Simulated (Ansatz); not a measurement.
Si₂H₆S⁺, that is (H3Si)2S with one electron fewer, relaxed as a doublet with UKS PBE-D4/def2-TZVP in Ansatz, starting from the PBE-D4/def2-TZVP geometry of the neutral singlet. Force threshold 0.02 eV/Å.

Start:

| atom | x (Å) | y (Å) | z (Å) |
| --- | --- | --- | --- |
| Si1 | -1.388 | 0.265 | -0.794 |
| H2 | -0.795 | -0.463 | -1.958 |
| H3 | -0.969 | 1.698 | -0.860 |
| H4 | -2.876 | 0.165 | -0.836 |
| S5 | -0.782 | -0.629 | 1.066 |
| Si6 | 1.335 | -0.308 | 0.866 |
| H7 | 1.648 | 1.151 | 0.769 |
| H8 | 1.870 | -0.996 | -0.348 |
| H9 | 1.958 | -0.883 | 2.094 |

Q: Estimate the energy that the relaxation releases and the steps that it takes.

A: 25.9 kJ/mol, in 22 steps; 41 s on 2 threads of Arm Neoverse V2 on a shared host. The force fell under the threshold at step 5, but the optimiser went on and released 0.032 eV more. No frequencies were taken in this run, so the end may be a saddle point.

Q: Does the start keep its bonding and symmetry?

A: By distances, no bond broke or formed. The bond that changes most is Si1–S5, from 2.15 to 2.22 Å (atoms count from 1).

Q: Predict the relaxed structure.

A: 
```csv
atom,x (Å),y (Å),z (Å)
Si1,-1.407,0.193,-0.968
H2,-1.411,-1.009,-1.861
H3,-0.405,1.221,-1.350
H4,-2.768,0.682,-0.628
S5,-0.710,-0.764,0.913
Si6,1.432,-0.182,0.962
H7,1.301,1.220,1.473
H8,1.905,-0.230,-0.450
H9,2.063,-1.130,1.910
```
Bond lengths: 2 × S–Si 2.22 Å; 6 × H–Si 1.48 to 1.50 Å.
